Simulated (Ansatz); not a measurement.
The structure comes from a relaxation in the same program, started in the fluorite type, and has space group Fm-3m. Whether it is a known phase or the ground state wasn't checked.

In₂O: DFT, PBE, PAW with Ansatz's default frozen-core files, scalar-relativistic (Ansatz 0.2.0).

Command: `ansatz run input.yaml --threads 1 --pin off --max-ram 4096MiB --backend cpu --events-out ev --progress --plain --runs-dir out` The run took 14 s on 1 thread of Intel(R) Xeon(R) 6975P-C (Granite Rapids), on a shared host, peak memory 0.47 GiB.

```yaml
crystal:
  lattice:
    - [0.0, 3.2062682673, 3.2062682673]
    - [3.2062682673, 0.0, 3.2062682673]
    - [3.2062682673, 3.2062682673, 0.0]
  atoms:
    - { symbol: O, position: [0.0, 0.0, 0.0] }
    - { symbol: In, position: [0.25, 0.25, 0.25] }
    - { symbol: In, position: [0.75, 0.75, 0.75] }
kpoints:
  mp_grid: { grid: [10, 10, 10] }
  band_path:
    path:
      - [0.0, 0.0, 0.0]
      - [0.5, 0.0, 0.5]
      - [0.625, 0.25, 0.625]
      - [0.375, 0.375, 0.75]
      - [0.0, 0.0, 0.0]
      - [0.5, 0.5, 0.5]
      - [0.5, 0.25, 0.75]
      - [0.5, 0.0, 0.5]
    npoints: 14
scf:
  occupations: { method: fermi_dirac, width: 0.03 }
hamiltonian:
  xc: pbe
  pseudopotentials: { kind: paw }
output:
  forces: true
  stress: true
  eigenvalues: true
  efg: { contact_densities: true }
  populations: true
  bader: true
  dos: { projected: true, de: 0.2, e_range: [-14, 8] }
  write_density: true
  write_potential: true
  elf: true
  volumetric_format: npy
```

Output:

```
In: output.efg is read without spin–orbit coupling, which moves field gradients at and beside such atoms by some per cent and up to a factor of two; PAW files take it under magnetization.noncollinear and magnetization.spin_orbit
Engine: ansatz 0.2.0
Pseudopotentials: kind: paw
Pseudopotential: O, paw, valence charge 6, recommended cutoff 420 eV (normal)
Pseudopotential: In, paw, valence charge 13, recommended cutoff 420 eV (normal)
Functional definition: PBE
  parameter kappa = 0.804
  parameter beta = 0.06672455060314922
  exchange = pbe_x(kappa = kappa, mu = beta*pi^2/3)
  correlation = pbe_c(beta = beta)
Crystal: 3 atoms, lattice volume = 65.922 Å³
Basis set: ecut = 420 eV, 1243 PW (Γ), exchange–correlation on 64×64×64 points (8 copies of the dense FFT grid, shifted against one another)
Bands: 20, of which v1, the nominal top of the filled ones, is band 16 counted from 1 (15 counted from 0)
Symmetry: 48 space group operations
Space group: Fm-3m (ITA 225), of the structure as read, at distance tolerance 4.0e-5 Å
k-points: 47 of 1000
Non-local potential: O, projectors of the file, l = 0: 2, l = 1: 2, l = 2: 1
Non-local potential: In, projectors of the file, l = 0: 2, l = 1: 2, l = 2: 2, l = 3: 2
PAW form: soft (Blöchl's): semilocal exchange-correlation on the pseudo side does not see the compensation charge
PAW one-centre angular grid: O, 110 points (default); XC on 64 Gauss nodes
PAW one-centre angular grid: In, 590 points (default); XC on 64 Gauss nodes
Initial density: superposition of atomic densities (neutral atoms: chi_scale 0, normalization atom), corrected by the library's trained network
Initial wavefunctions: pseudopotential atomic-orbital guess
Functional: x = pbe(κ = 0.804, μ = 0.2195149727645171), c = pbe(β = 0.06672455060314922)
SCF iter   1: F=—  HF=-11761.131742 eV  |F-HF|=—  |Δ(HF+E_count)|=         —  Δρ=2.72e-3  dr2=7.74e-3  ethr=1.77e-3  ⟨swp⟩=6.1  Hψ=4398  notcnv=0
preconditioner: auto → Kerker (q_TF=auto, 2.419 Å⁻¹)  [metal: Δε(μ)=0.041 eV  Ē_g=14.120 eV  σ=0.030 eV  W_gap=0.32  n_scr=14 (ndim 8)  ℏωp=25.9 eV  f_vac=0.011  D(μ)=0.98/eV (n_scr^D=0)]
SCF iter   2: F=—  HF=-11761.129657 eV  |F-HF|=—  |Δ(HF+E_count)|=   2.09e-3  Δρ=2.52e-3  dr2=3.66e-3  ethr=2.42e-5  ⟨swp⟩=2.0  Hψ=2179  notcnv=0
SCF iter   3: F=—  HF=-11761.129438 eV  |F-HF|=—  |Δ(HF+E_count)|=   2.19e-4  Δρ=1.05e-3  dr2=1.12e-3  ethr=1.14e-5  ⟨swp⟩=2.0  Hψ=1098  notcnv=0
SCF iter   4: F=—  HF=-11761.129624 eV  |F-HF|=—  |Δ(HF+E_count)|=   1.86e-4  Δρ=5.57e-4  dr2=4.42e-4  ethr=3.49e-6  ⟨swp⟩=1.0  Hψ=939  notcnv=0
SCF iter   5: F=—  HF=-11761.129757 eV  |F-HF|=—  |Δ(HF+E_count)|=   1.34e-4  Δρ=2.89e-4  dr2=9.47e-5  ethr=1.38e-6  ⟨swp⟩=2.0  Hψ=1013  notcnv=0
SCF iter   6: F=—  HF=-11761.129802 eV  |F-HF|=—  |Δ(HF+E_count)|=   4.54e-5  Δρ=1.72e-4  dr2=1.30e-5  ethr=2.96e-7  ⟨swp⟩=2.0  Hψ=1635  notcnv=0
SCF iter   7: F=—  HF=-11761.129799 eV  |F-HF|=—  |Δ(HF+E_count)|=   3.30e-6  Δρ=4.34e-5  dr2=1.45e-6  ethr=4.06e-8  ⟨swp⟩=2.0  Hψ=1496  notcnv=0
SCF iter   8: F=-11761.129799 eV  HF=-11761.129799 eV  |F-HF|=2.74e-9  |Δ(HF+E_count)|=   1.42e-7  Δρ=5.48e-6  dr2=1.28e-8  ethr=3.13e-10  ⟨swp⟩=6.9  Hψ=6723  notcnv=0
the search or the solves at the SCF's close seem to have found levels that the self-consistency loop had missed (the run counts 1). By its estimate they hold under 1e-12 electrons; where the run keeps them, the occupations were computed again with them
SCF 1 converged in 8 iterations: F = -11761.129799 eV  dr2 = 1.28e-8
  greatest PAW one-centre occupation: 0.983 electrons in one spin orbital (limit 2), on the In atom at site 2 (counted from 0), in its partial waves of l = 2
NSCF: frozen V_eff on 99 k-points
SCF converged after 8 iterations
Free energy (F): -11761.129799 eV
Harris-Foulkes:  -11761.129799 eV  (|F-HF|=2.74e-9)
Internal energy: -11761.126728 eV  (E = F + TS)
E sigma→0 (E₀):  -11761.128264 eV
Entropy (-TS):   -0.003071 eV (-1.024 meV/atom)
Fermi energy:    8.225191 eV
--- Per-component energies (eV) ---
  E_band       = -85.767247
  E_kinetic    = 651.296686
  E_local      = -2622.019247  (includes V_loc(G=0)·N_el)
  E_nonlocal   = 780.303049
  E_hartree    = 1012.508077
  E_xc         = -505.298136
  E_vxc        = -293.003964  (∫ρ·V_xc dr)
  E_paw        = -8458.184535  (= ΣΔE_a)
  E_vpaw       = -627.361229  (= ΣTr[D̂ρ^β])
  E_aug_tail   = 0.002301  (compensation charges beyond the density's cutoff)
  E_ewald      = -2619.734923
  E_smearing   = -0.003071  (= −TS)
  E_closure    = -0.000000  (closes the sum)
  Σ components = -11761.129799   (vs F -11761.129799, Δ=0.00e0)
--- Forces (eV/Å), atoms counted from 1 ---
  atom   1  O     -0.00000000     0.00000000     0.00000000
  atom   2  In     0.00000000    -0.00000000    -0.00000000
  atom   3  In     0.00000000     0.00000000     0.00000000
  max |Σ_I F_I| component: 2.47e-17 eV/Å
--- Stress (GPa, compression-positive) ---
        0.017885       0.000000      -0.000000
        0.000000       0.017885       0.000000
       -0.000000      -0.000000       0.017885
  P = ⅓ Tr σ = 0.0179 GPa (0.179 kbar)
--- PAW observables at the nuclei: V_zz in 10²¹ V/m², potentials from the cell's mean, atoms counted from 1 ---
  atom   1  O  V_zz =    +0.000000   η = 0.0000   by run symmetry: forbidden
            electrostatic potential = -625.233457 V   contact ρ = 2163.899876 e/Å³
  atom   2  In V_zz =    -0.000000   η = 0.0000   by run symmetry: forbidden
            electrostatic potential = -7937.981361 V   contact ρ = 1133114.216413 e/Å³
  atom   3  In V_zz =    -0.000000   η = 0.0000   by run symmetry: forbidden
            electrostatic potential = -7937.981361 V   contact ρ = 1133114.216413 e/Å³
--- Band table (eV; the first three rows and the last of 47) ---
  k-point 0: bands = ["-8.6707", "-6.3286", "-6.3286", "-6.1497", "-6.1497", "-6.1497", "-5.8309", "-5.8309", "-5.8309", "-5.6871", "-5.6871", "1.4420", "5.8865", "5.8865", "5.8865", "9.8161", "10.2075", "10.2075", "10.2075", "14.9619"]
  k-point 1: bands = ["-8.6672", "-6.3144", "-6.3144", "-6.1405", "-6.1405", "-6.1296", "-5.8380", "-5.8372", "-5.8372", "-5.7042", "-5.7042", "1.4698", "5.8408", "5.8478", "5.8478", "8.7270", "10.3095", "10.3095", "11.3847", "14.6338"]
  k-point 2: bands = ["-8.6582", "-6.2727", "-6.2727", "-6.1144", "-6.1144", "-6.0769", "-5.8561", "-5.8561", "-5.8549", "-5.7532", "-5.7532", "1.5569", "5.5353", "5.7549", "5.7549", "7.9784", "10.5634", "10.5634", "12.2462", "14.0445"]
  k-point 46: bands = ["-8.6297", "-6.2184", "-6.1693", "-6.0686", "-5.9629", "-5.9553", "-5.9050", "-5.9029", "-5.8883", "-5.8636", "-5.8150", "2.7178", "3.3592", "4.4887", "7.5862", "7.9992", "8.0238", "9.1802", "12.1778", "13.9391"]
--- Löwdin populations: 3 sites ---
  site symbol       q [e]
     0      O      6.6470
     1     In     12.6405
     2     In     12.6405
  spilling = 0.002249 (of n_electrons = 32.000000)
--- Bader charges: 3 sites ---
  site symbol  charge [e]  shift [e]
     0      O     -1.1065     0.0000
     1     In      0.5533     0.0000
     2     In      0.5532     0.0000
  estimated error of the sums over rays = 2.1e-4 e
```

populations.tsv:

```
# site	symbol	l	j	q
# orbitals = lowdin
# n_electrons = 32.000000
# spilling = 0.002249
0	O	0_2S	-	1.911885
0	O	1_2P	-	4.735069
1	In	0_5S	-	1.403744
1	In	1_5P	-	1.250628
1	In	2_4D	-	9.986173
2	In	0_5S	-	1.403744
2	In	1_5P	-	1.250628
2	In	2_4D	-	9.986173
```

bader_charges.tsv:

```
# site	symbol	x_ang	y_ang	z_ang	partial_charge_e	electrons	volume_ang3	relative_density_drop	shared_charge_e	partial_wave_shift_e
# quadrature_error_electrons = 2.1e-4
0	O	0.0000	0.0000	0.0000	-1.10650	9.10650	14.99	-	-1.10650	0.00000
1	In	1.6031	1.6031	1.6031	0.55325	48.44675	25.46	-	0.55325	0.00000
2	In	4.8094	4.8094	4.8094	0.55325	48.44675	25.46	-	0.55325	0.00000
```
